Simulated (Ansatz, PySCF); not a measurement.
Molecule: thioethanol, C2H6S, charge 0, multiplicity 1. 
Geometry from a B3LYP-D3(BJ)/def2-TZVP (Ansatz, a program for electronic structure) optimisation:
```xyz
9

C      1.5260     0.6696    -0.0051
C      0.0131     0.8318     0.0111
S     -0.7684    -0.8280    -0.0040
H     -2.0453    -0.4120     0.0134
H     -0.3062     1.3641     0.9064
H     -0.3226     1.3880    -0.8635
H      2.0088     1.6484     0.0036
H      1.8712     0.1133     0.8677
H      1.8548     0.1370    -0.8989
```

Dipole moments at this geometry, in debye (magnitudes).

```tsv
level	program	dipole (D)
HF/def2-TZVPD	PySCF	1.78
BLYP/def2-TZVPD	Ansatz	1.63
B3LYP/def2-TZVPD	Ansatz	1.65
PBE0/def2-TZVPD	Ansatz	1.69
BHLYP/def2-TZVPD	Ansatz	1.69
TPSSh/def2-TZVPD	PySCF	1.69
r2SCANh/def2-TZVPD	Ansatz	1.71
r2SCAN0/def2-TZVPD	Ansatz	1.72
M06-2X/def2-TZVPD	PySCF	1.66
HSE06/def2-TZVPD	Ansatz	1.68
CAM-B3LYP/def2-TZVPD	PySCF	1.67
wB97M-V/def2-TZVPD	Ansatz	1.64
wB97X-V/def2-TZVPD	Ansatz	1.70
CCSD(T)/aug-cc-pV(D+d)Z	Ansatz	1.63
```

Measured: 1.52 D (NIST CCCBDB, as tabulated in the package chemicals), a vibrational average, which may belong to another conformer or a mix. This is an older compilation, not checked against later work.
